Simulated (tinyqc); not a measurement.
The integration grid: Kohn-Sham TPSS on finer and finer grids in the sto-6g basis, for BH3, spin multiplicity 1. Computed by the program tinyqc with PySCF. 

Geometry (angstrom):
```
atom,x,y,z
B,0.0000,0.0000,0.0220
H,1.2880,0.0000,0.0000
H,-0.6440,1.1150,0.0000
H,-0.6440,-1.1150,0.0000
```

Self-consistent on each grid; the net force on the molecule should vanish.

Kohn-Sham energy on Becke grids (radial x angular points per atom):
```
grid,points,residual of the electron count,E (hartree),E - finest (mhartree),largest net force without grid terms (hartree/bohr)
10 x 14,552,2.97e-02,-26.567960,-23.367542,3.33e-02
15 x 26,1549,3.44e-03,-26.544222,0.370731,4.47e-03
20 x 50,3982,-5.94e-04,-26.545152,-0.559827,9.78e-04
30 x 86,10291,5.65e-05,-26.544487,0.104834,4.10e-05
50 x 194,38756,9.42e-06,-26.544597,-0.004843,1.94e-05
75 x 302,90481,-1.09e-07,-26.544592,0.000126,1.10e-06
120 x 590,282801,3.68e-08,-26.544592,0.000000,1.41e-07
```

The energy is within 0.1 mhartree of the finest grid first at 50 x 194. The error has both signs, since quadrature is not variational. The electron count and the net force are cheap signs of a poor grid.
